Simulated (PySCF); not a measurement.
# Solver options tried on Al2 (triplet)

Do solver options change the result for Al2 (triplet), or only the number of cycles?

Program: PySCF 2.14.0. Level of theory: method and basis as typed in the scripts. These are calculated values, not measurements.

1 further run of the same task is left out (it didn't finish).

### 1 The starting structure

Al2 (triplet): 2 atoms, charge 0, spin multiplicity 3.

Bond lengths: Al1–Al2 2.510 Å.

### 2 The run that the others are compared with

Input file input.py:

```python
from pyscf import gto, scf, mcscf

mol = gto.M(
    atom='Al 0 0 0; Al 0 0 2.51',
    basis='jorge-dzp-dkh',
    charge=0,
    spin=2,
    verbose=4,
)
mf = scf.ROHF(mol)
mf = mf.sfx2c1e()
mf.kernel()
mc = mcscf.CASSCF(mf, 6, 6)
mc.kernel()
mc.analyze()
mf.dip_moment()
print('orbital energies (hartree):', mf.mo_energy[..., max(0, mol.nelec[1]-3):mol.nelec[0]+3].round(4))
```

On the command line:

```sh
$ OMP_NUM_THREADS=1 python input.py
```

Its log is not repeated here.

In short: E(SCF) = -484.623421 Eh, 8 cycles, E(CAS) − E(SCF) = -0.03728 Eh, μ = 0.00 D (of the SCF density).

The bond length is a typed value, not an optimised one. The triplet is typed in the script; nothing here shows that it is the ground state.

### 3 Smearing width 0.001 hartree

Run 1 changes smearing width: none → 0.001 hartree; step after the SCF: casscf → none.

Input file input.py:

```python
from pyscf import gto, scf

mol = gto.M(
    atom='Al 0 0 0; Al 0 0 2.51',
    basis='jorge-dzp-dkh',
    charge=0,
    spin=2,
    verbose=4,
)
mf = scf.ROHF(mol)
mf = mf.sfx2c1e()
mf = scf.addons.smearing_(mf, sigma=0.001, method='fermi')
mf.kernel()
mf.dip_moment()
print('orbital energies (hartree):', mf.mo_energy[..., max(0, mol.nelec[1]-3):mol.nelec[0]+3].round(4))
```

On the command line:

```sh
$ OMP_NUM_THREADS=1 python input.py
```

### 4 Second-order solver on

Run 2 changes second-order solver: off → on.

input.py: that of step 2 with these lines changed.

```diff
@@ -11,2 +11,3 @@
 mf = mf.sfx2c1e()
+mf = mf.newton()
 mf.kernel()
```

### 5 Level shift 1 hartree

Run 3 changes level shift: none → 1 hartree.

input.py: that of step 2 with these lines changed.

```diff
@@ -11,2 +11,3 @@
 mf = mf.sfx2c1e()
+mf.level_shift = 1.0
 mf.kernel()
```

Q: Predict the outcome of this session. Wanted: for each run, E(SCF); from base; after the SCF.

**Answer**, as computed:

```
                                       run  E(SCF) (hartree)  from base (eV)   cycles                 after the SCF
                                      base       -484.623421               0        8  CASSCF correlation -1.014 eV
smearing width 0.001 hartree (poor choice)       -484.494185  not comparable       10                           n/a
                    second-order solver on       -484.623421          0.0000  2 macro  CASSCF correlation -1.014 eV
                     level shift 1 hartree       -484.623421          0.0000       22  CASSCF correlation -1.014 eV
```

Distance from each run's final energy (log10 hartree) by cycle:

```
                                       run  cycle 1  cycle 2  cycle 3  cycle 5  cycle 8  cycle 12
                                      base     -2.1     -3.1     -3.8     -7.2    < -11      done
smearing width 0.001 hartree (poor choice)     -2.7     -4.0     -5.1     -4.3     -7.1      done
                     level shift 1 hartree     -1.9     -2.4     -2.7     -3.4     -4.4      -5.8
```

**Reading.** The SCF energy stays the same, to the digits that matter, with second-order solver on or level shift 1 hartree. The base needs 8 cycles and the run with level shift 1 hartree needs 22. Rows marked «poor choice» come from settings spoiled on purpose.
